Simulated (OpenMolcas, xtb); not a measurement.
# A ladder of methods for SiH4O (silanol)

The species is SiH4O (6 atoms), meant as a singlet with charge 0. As SMILES, `O[SiH3]`. Geometry: relaxed at PBE0-D4/def2-TZVP.

Each level gives the dipole moment (D). The values are calculated.

```
         level             kind     program  value (D)   CPU time
      GFN0-xTB   semi-empirical         xtb       1.79  under 2 s
    HF/cc-pVTZ     Hartree–Fock  OpenMolcas       1.39       42 s
 SVWN5/cc-pVTZ              LDA  OpenMolcas       1.28       62 s
  BLYP/cc-pVTZ              GGA  OpenMolcas       1.26       69 s
  TPSS/cc-pVTZ         meta-GGA  OpenMolcas       1.26      100 s
 B3LYP/cc-pVTZ    global hybrid  OpenMolcas       1.29       59 s
M06-2X/cc-pVTZ  hybrid meta-GGA  OpenMolcas       1.32       60 s
  PBE0/cc-pVTZ    global hybrid  OpenMolcas       1.29       59 s
```

The values span 1.26 to 1.79 D. CPU times are rough (shared hosts, several kinds of processor): they show what a rung costs within a factor of a few.
